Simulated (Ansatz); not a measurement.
# CH3⁺, triplet: from triple and quadruple zeta to the limit

```xyz
4

C     0.0000    0.0000    0.0000
H     1.0932    0.0139   -0.0002
H    -0.5586    0.9397   -0.0028
H    -0.5345   -0.9536    0.0030
```

Ansatz 0.2.0, UHF determinant, valence electrons correlated. Energies in eV.

```json
{"set": "def2-TZVPP", "X": "3", "functions": "73", "Hartree–Fock": "-1063.1054", "MP2 correlation": "-3.3363", "CCSD(T) correlation": "-4.0169", "time": "4 s on 1 thread of Intel(R) Xeon(R) 6975P-C (Granite Rapids) (shared host)"}
{"set": "def2-QZVPP", "X": "4", "functions": "147", "Hartree–Fock": "-1063.1631", "MP2 correlation": "-3.5638", "CCSD(T) correlation": "-4.2089", "time": "4.9 min on 1 thread of Intel(R) Xeon(R) 6975P-C (Granite Rapids), with other jobs on the host"}
```

Hartree–Fock is taken to follow E(X) = E∞ + A·exp(−7.88·√X), correlation E(X) = E∞ + B·X^−2.97.

Cautions: another spin lies lower; the determinant is a saddle point.

Problem. Work out the CCSD(T) energy at the limit, and how far the shortcut misses it that extrapolates MP2 and adds CCSD(T) minus MP2 from the smaller set.

Solution. Hartree–Fock: E∞ = E4 + 0.1377·(E4 − E3) = -1063.1710. Correlation: E∞ = E4 + 0.7407·(E4 − E3) = -4.3511 for CCSD(T) and -3.7323 for MP2. The limit is -1067.5221 eV, 0.150 eV below def2-QZVPP. The shortcut gives a correlation energy of -3.7323 + (-0.6806) = -4.4130, 62 meV lower than the direct value.
